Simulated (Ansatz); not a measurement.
Mulliken charges of C₃H₅N, SMILES `CC=C=N` from ωB97M-V/def2-TZVPP in Ansatz (PBE0-D4/def2-TZVP geometry).

```json
{"atom": "C1", "x (Å)": "-0.019", "y (Å)": "0.626", "z (Å)": "-1.138", "charge (e)": "-0.267"}
{"atom": "C2", "x (Å)": "0.287", "y (Å)": "-0.515", "z (Å)": "-0.215", "charge (e)": "-0.168"}
{"atom": "C3", "x (Å)": "0.132", "y (Å)": "-0.465", "z (Å)": "1.081", "charge (e)": "0.071"}
{"atom": "N4", "x (Å)": "0.103", "y (Å)": "-0.374", "z (Å)": "2.299", "charge (e)": "-0.217"}
{"atom": "H5", "x (Å)": "-0.795", "y (Å)": "0.355", "z (Å)": "-1.860", "charge (e)": "0.107"}
{"atom": "H6", "x (Å)": "-0.363", "y (Å)": "1.500", "z (Å)": "-0.585", "charge (e)": "0.095"}
{"atom": "H7", "x (Å)": "0.870", "y (Å)": "0.916", "z (Å)": "-1.706", "charge (e)": "0.110"}
{"atom": "H8", "x (Å)": "0.651", "y (Å)": "-1.450", "z (Å)": "-0.628", "charge (e)": "0.114"}
{"atom": "H9", "x (Å)": "-0.778", "y (Å)": "-0.638", "z (Å)": "2.736", "charge (e)": "0.155"}
```

**Question.** By hand: the dipole of these point charges (1 e Å = 4.8032 D).

**Answer.** Σ q r = (-0.126, -0.015, -0.172) e Å, of length 0.214 e Å = 1.03 D.

**Question.** How does the dipole of the full density compare? (Estimate.)

**Answer.** Computed: (-0.269, -0.070, -0.198) e Å, 1.64 D; the point charges give 0.63 times that, at 19° from its direction.

Point charges leave out the atoms' own dipoles, such as those of lone pairs, and Mulliken's split depends on the basis, so the two needn't agree.
